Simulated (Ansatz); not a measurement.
EuH2 (Pnma, No. 62; cell taken from a computed entry) was calculated with LDA (Ansatz, a quantum-chemistry and plane-wave program, plane waves, PAW).

Numerical settings: plane-wave cutoff 520 eV, 6×10×6 k mesh (along the axes of the cell as run), Fermi–Dirac smearing 0.01 eV, spin-polarised start, scalar-relativistic PAW data made under PBE.

Cell (relaxed with PBEsol):

EuH₂ has the orthorhombic space group Pnma (No. 62), Pearson symbol oP12. Lattice parameters: a = 5.9483 Å, b = 3.6371 Å, c = 6.9177 Å, α = β = γ = 90.00°. Eu on 4c has 4 H at 2.291–2.326 Å and 5 H at 2.470–2.606 Å. H1 on 4c has 4 Eu at 2.291–2.326 Å (tetrahedral). H2 on 4c is surrounded by 5 Eu at 2.470–2.606 Å. (Neighbours: up to the widest gap in distance over summed covalent radii, below 1.35, at either atom; cation-cation and far metal-metal contacts left out.)

Question: Predict the band gap, smallest direct gap on the k points sampled and Γ–Γ gap.

Answer: 
- band gap = 0.20 eV
- smallest direct gap on the k points sampled = 0.25 eV
- Γ–Γ gap = 0.75 eV

Note: the magnetic order was assumed, not searched for or taken from measurement; the 4f shell is treated without U or exact exchange, so its levels and filling can be wrong; cell and atoms aren't relaxed at this level (largest force component 0.02 eV/Å, pressure -2.0 GPa).

Spin–orbit coupling is not included; it can close the smallest gap of 0.20 eV.

Computing time: around 3 core-minutes (rough).
